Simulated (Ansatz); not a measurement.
# Si2H2+ (doublet): wave-function methods side by side, def2-TZVPP

One table from this session's results is given with a row withheld; the runs are named, their logs left out.

Method: def2-TZVPP, core rule «outside noble gas», up to 10 orbitals frozen; program: Ansatz 0.2.0, Gaussian basis.

The runs, in order: UHF; ROHF; CCSD(T) on UHF.

2 further runs of the same task are left out: 2 set aside as unsound or not needed.

**The geometry**

The geometry is a PBE0/def2-TZVP stationary point (not a proven minimum) of the parent state, kept for this charge and spin.

4 atoms, charge 1, spin multiplicity 2.

Atoms are counted from 1 here; the program's logs count them from 0.

Bond lengths: Si1–Si2 2.193 Å, Si1–H3 1.488 Å, Si1–H4 1.488 Å. Angles: Si2–Si1–H3 123.8°, Si2–Si1–H4 123.8°, H3–Si1–H4 112.4°.

Set-up of the first run:

Contents of in.yaml:

```yaml
crystal:
  periodic: [false, false, false]
  atoms:
    - {symbol: Si, position_ang: [0.000000, 0.000000, 1.029969]}
    - {symbol: Si, position_ang: [0.000000, 0.000000, -1.163327]}
    - {symbol: H, position_ang: [0.000000, 1.236053, 1.857961]}
    - {symbol: H, position_ang: [0.000000, -1.236053, 1.857961]}
basis:
  gaussian: {orbitals: def2-TZVPP}
total_charge: 1
magnetization: {spin_polarized: true, initial_magnetization: 1}
hamiltonian: {xc: hf}
output: {orbitals: {seedname: orbitals}}
```

Launch:

```bash
> ansatz run in.yaml --threads 1 --pin off --events-out ev --progress --plain --max-ram 4096MiB --backend cpu
```

Among the steps run: UHF; ROHF; CCSD(T) on UHF.

One of the session's tables, all rows but one given; the rest of the session is left out.

```
  method  from UCCSD(T) (kcal/mol)
    ROHF                         ?
     UHF                   +134.10
    UMP2                    +29.74
   UCCSD                     +5.01
UCCSD(T)                         0
```

Estimate the missing values for ROHF.

As computed: from UCCSD(T) (kcal/mol): +137.07. In the column «from UCCSD(T) (kcal/mol)» it is the highest.

Limits of these values: Warnings: spin contamination; coupled cluster took another determinant than the lowest.
